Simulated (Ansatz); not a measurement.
`C=CC=N` + H–F → `C=CF` + `C=N`  (substitution at a C–C bond)

Gas-phase electronic energies from Ansatz, PBE0-D4/def2-TZVP geometries. CBS: MP2 limit from def2 TZ/QZ plus the TZ coupled-cluster correction, frozen cores. This one scheme is used for every species. Functionals use def2-TZVPP. One conformer a species, not always the lowest.

`C=CC=N`:

```xyz
9

C     1.129    0.135    0.671
C     0.040   -0.579    0.408
C    -1.084   -0.098   -0.412
N    -1.044    0.720   -1.379
H     1.932   -0.260    1.281
H     1.247    1.148    0.299
H    -0.074   -1.569    0.843
H    -2.066   -0.504   -0.149
H    -0.080    1.007   -1.563
```

H–F:

Cartesian coordinates in Å:
```
F 0.006 0.244 0.390
H -0.006 -0.244 -0.390
```

`C=CF`:

Z-matrix (Å, degrees):
```
C
C 1 1.316
H 1 1.081 2 119.2
H 1 1.082 2 121.6 3 -180.0
F 2 1.336 1 122.3 3 180.0
H 2 1.084 1 125.7 3 0.0
```

`C=N`:

Cartesian coordinates in Å:
```
C 0.084 0.305 0.228
N -0.358 -0.859 0.032
H 0.492 0.960 -0.550
H 0.068 0.710 1.242
H -0.286 -1.116 -0.953
```

| species | LC-ωPBE energy (Eh) |
| --- | --- |
| `C=CC=N` | -171.97275 |
| H–F | -100.44042 |
| `C=CF` | -177.79080 |
| `C=N` | -94.60276 |

Problem. Work out ΔE.

Solution. ΔE = (-177.79080) + (-94.60276) − (-171.97275) − (-100.44042) = 0.01961 Eh = +51.5 kJ/mol. CCSD(T)/CBS gives +68.1 kJ/mol.

Largest T1 diagnostic among the species: 0.012.

At CCSD(T), def2-SVP lies −17.1 kJ/mol from the extrapolated value and def2-TZVPP −4.7 kJ/mol. Leaving LDA and LC-ωPBE aside and taking each functional with its dispersion term where it has one, the values, not all of them listed here, spread over 14.9 kJ/mol, from CAM-B3LYP-D4 to PBE-QIDH. LDA lies +7.5 kJ/mol from PBE without D4.
